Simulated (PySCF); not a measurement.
# Static response to an electric field

Compound: dimethyl ether, C₂H₆O.
Structure used (GFN2-xTB), in Å, numbered top down from 1:
```xyz
9
C2H6O angstrom
C      1.167    0.056   -0.037
O     -0.035    0.256   -0.733
C     -1.168   -0.028    0.045
H      1.271   -0.988    0.287
H      1.230    0.705    0.846
H      1.973    0.302   -0.726
H     -1.175   -1.075    0.373
H     -2.035    0.160   -0.585
H     -1.214    0.617    0.932
```

Level: CAM-B3LYP/def2-SVPD (PySCF), static field, nuclei fixed, core orbitals frozen in the response. The polarisability tensor in these axes (au):

```
x   37.08  0.23 -0.22
y    0.23 30.32 -0.17
z   -0.22 -0.17 30.75
```

Question: What are the eigenvalues, a third of the trace, and Δα (Δα² = ½Σ(αi − αj)² over the three pairs)?

Answer: Principal values 30.26, 30.80 and 37.09 au; mean 32.72 au = 4.85 Å³ = 5.39 × 10⁻⁴⁰ C²·m²/J; Δα = 6.58 au (20 % of the mean).

Question: What is the dipole moment, and where does it point?

Answer: (0.06, -0.43, 1.30) D, 1.37 D in size, pointing from the negative to the positive side. Measured along this direction, the outermost atoms are O2, H8 and H6 at the negative end and H9, H5, H4 and H7 at the positive end.

Question: What are the principal values of the traceless quadrupole moment, Θ = ½Σq(3rr − r²1), about the centre of nuclear charge?

Answer: -2.52, -0.80, 3.32 D·Å. The values depend on the origin, since the dipole doesn't vanish. The electronic extent ⟨r²⟩ about the same centre is 188 bohr², a root-mean-square distance of 1.42 Å for the 26 electrons.

Question: Orientational against electronic polarisability at 500 K (dilute gas, rigid molecules)?

Answer: In Gaussian units μ²/3kT = 9.01 Å³ against 4.85 Å³, a ratio of 1.86; the Debye molar polarisation (4π/3)N_A(α + μ²/3kT) is 35.0 cm³/mol, leaving out the vibrational part.

Question: Sum over states: ᾱ = Σ f/ω², ω in Eh. What share falls to these 8 lowest TDDFT singlets (eV, f)? 7.10, 0.0251; 8.14, 0.0000; 8.18, 0.0328; 8.74, 0.0315; 8.81, 0.0252; 8.84, 0.0350; 9.50, 0.0000; 9.72, 0.0002.

Answer: They add up to 1.61 au, 4.9 % of the 32.72 au; the largest single term is 0.37 au, from the state at 7.10 eV. Terms in order: 0.37, 0.00, 0.36, 0.30, 0.24, 0.33, 0.00, 0.00 au. Higher excitations give the rest. The strengths listed sum to 0.150.

Question: Molar refractivity from α?

Answer: Lorentz–Lorenz: R = (4π/3)N_A α = 2.5225 cm³/(mol·Å³) × 4.85 Å³ = 12.2 cm³/mol, in the limit of long wavelengths.

Isolated species at its GFN2-xTB geometry, gas phase.

These values come from a run that also computed excited states. The run took 4.8 s wall on one thread, Arm Neoverse V2, no GPU, on a shared host.
